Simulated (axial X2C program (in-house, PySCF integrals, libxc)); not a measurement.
Nuclear properties of ClSiCl⁻

Calculated with an axial X2C code built on PySCF integrals: two-component X2C with atomic mean-field Coulomb and Gaunt terms, Gaussian nuclei, basis Cl dyall-av3z, Si dyall-v3z with contracted cores.

Cl–Si–Cl held linear, with bonds 2.420 and 2.420 Å (near the PBE0 minimum at charge -1 of the determinant lowest at the starting distance; the state shown can have its own minimum elsewhere, held linear; other orders of the atoms were not compared).

Determinant lowest in the PBE0 search, Ω = 1/2 (⟨Sz⟩ = -0.50, ⟨Lz⟩ = 1.00 at PBE0), spin on the atoms Cl 0.01, Si -0.51, Cl 0.01:

```tsv
level	A∥/gI Cl (MHz)	qzz Cl (a.u.)	A∥/gI Si (MHz)	qzz Si (a.u.)
PBE0	135	0.47	650	0.13
HF	115	0.40	724	0.30
TPSSh	141	0.42	603	0.17
```

Determinant 0.03 eV from it at PBE0 and this distance, Ω = 3/2 (⟨Sz⟩ = 0.50, ⟨Lz⟩ = 1.00 at PBE0), spin on the atoms Cl 0.00, Si 0.51, Cl 0.00:

| level | A∥/gI Cl (MHz) | qzz Cl (a.u.) | A∥/gI Si (MHz) | qzz Si (a.u.) |
| --- | --- | --- | --- | --- |
| PBE0 | 26.2 | 0.47 | 61.4 | 0.12 |
| HF | 16.1 | 0.40 | 58 | 0.30 |
| TPSSh | 29.3 | 0.43 | 69.6 | 0.16 |

A∥ (defined per Ω) follows by multiplying with gI = μI/(I μN); qzz is the electric field gradient, eQq0 = 234.96 MHz × Q/barn × qzz. The operators were transformed with the bare-nucleus X2C matrices; with these basis sets, hyperfine constants and field gradients can be off by tens of per cent, and where levels differ in sign neither size nor sign is settled.

Problem. With gI(35Cl) = 0.5479, Q(35Cl) = -0.08112 barn, gI(29Si) = -1.1106 (g factors from the IAEA table of nuclear moments by Stone; Q from Pyykkö, Mol. Phys. 2018), turn the PBE0 values of the first state into constants in MHz.

Solution. A∥(35Cl) = 135 × 0.5479 = 74 MHz; eQq0(35Cl) = 234.96 × (-0.08112) × (0.47) = -8.96 MHz; A∥(29Si) = 650 × -1.1106 = -722 MHz.

The molecule was held linear; bending was not examined, so a bent shape may lie lower.

Each state is one determinant with collinear spin. Unrestricted Hartree–Fock can overshoot spin polarisation at the nuclei. For an anion, determinants above electron detachment, or with a positive highest level, are held by the basis set. The search compared states at one distance, so a state with another bond length can lie lower. Where a field gradient or hyperfine factor spreads by more than a factor of two over the levels, a constant derived from it is not to be relied on. PBE0 term energies can be off by some tenths of an eV.
